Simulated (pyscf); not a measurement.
Cl–Sn:–Cl (SMILES [Cl][Sn][Cl]) [singlet] + H₂S (SMILES S) → HS–SnH(Cl)–Cl (SMILES [SH][SnH]([Cl])[Cl]), an insertion (singlet surface; H–S broken, S–Sn, H–Sn formed). PySCF, gas phase, ωB97X-D3(BJ)/def2-SVP geometries. Correlated levels are frozen-core, on RHF or UHF. ΔMP2 is the change of the MP2 total energy from the triple- to the quadruple-zeta basis. Energies in kcal/mol from the separated reactants.

Small-basis levels: PySCF, no dispersion term, spherical d functions. 

In single points MP2/6-31G*+LANL2DZ puts the saddle at 47.1 kcal/mol and the reaction energy at -5.2 kcal/mol. Should these be trusted to within a few kcal/mol? Compare with CCSD(T)/def2-TZVPP + ΔMP2(QZVPP).

CCSD(T)/def2-TZVPP + ΔMP2(QZVPP) gives ΔE‡ = 38.3 kcal/mol and ΔE = -5.5 kcal/mol. MP2/6-31G*+LANL2DZ lies 8.9 kcal/mol over it in the barrier and 0.3 kcal/mol over it in the reaction energy, so on this step it does not hold to within 3.0 kcal/mol. CCSD(T)/def2-TZVPP + ΔMP2(QZVPP) has limits of its own. On the reactant side the descent ends in an adduct with a S–Sn contact (not fully relaxed), 14.3 kcal/mol under the separated species and 53.7 kcal/mol under the saddle at ωB97X-D3(BJ)/def2-TZVP. What is counted as formed (S–Sn) is already present as a longer contact in the reactant adduct; forming that adduct is a step of its own. This is the saddle that the search found; another between the same sides may lie lower. The CCSD(T) − MP2 part came from Ansatz, without density fitting, on the same reference. The frozen core leaves the outer d or s,p core shells of the metals and heavy elements correlated in the MP2 and CC values, and def2-TZVPP describes them poorly, which can shift differences by a few kcal/mol. Elements past Kr carry the def2 core potentials, without spin-orbit coupling.
